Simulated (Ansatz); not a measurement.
B2H4Si (`B1B[SiH2]1`), relaxed with RKS PBE-D4/def2-SVP in Ansatz from a rough embedded geometry. The force threshold is 0.03 eV/Å; the program also tests the step.

Charge 0, multiplicity 1.

Start:

```xyz
7

B    -0.796    0.099    0.797
B    -0.462   -0.819   -0.643
Si    0.762    0.452   -0.057
H    -1.534    0.400    1.620
H    -0.789   -1.669   -1.423
H     0.840    1.679   -0.892
H     1.979   -0.142    0.598
```

**Question.** By how much does the energy fall, and how many steps does the optimiser take? (An estimate is asked.)

**Answer.** The calculation gave: 225.20 kJ/mol, in 12 steps.

**Question.** Which bonds change most? (An estimate is asked.)

**Answer.** Ansatz gave: B1–B2 from 1.740 to 1.503 Å; B1–Si3 from 1.812 to 2.042 Å; B2–Si3 from 1.860 to 2.046 Å; B1–H4 from 1.146 to 1.201 Å.

**Question.** Give the relaxed structure. (Estimate.)

**Answer.** The calculation gave: 
```xyz
7

B    -1.202    0.059    0.547
B    -0.670   -1.121   -0.218
Si    0.698    0.398   -0.122
H    -1.567    1.038    1.138
H    -0.172   -2.024   -0.832
H     1.022    1.787    0.350
H     1.891   -0.137   -0.862
```
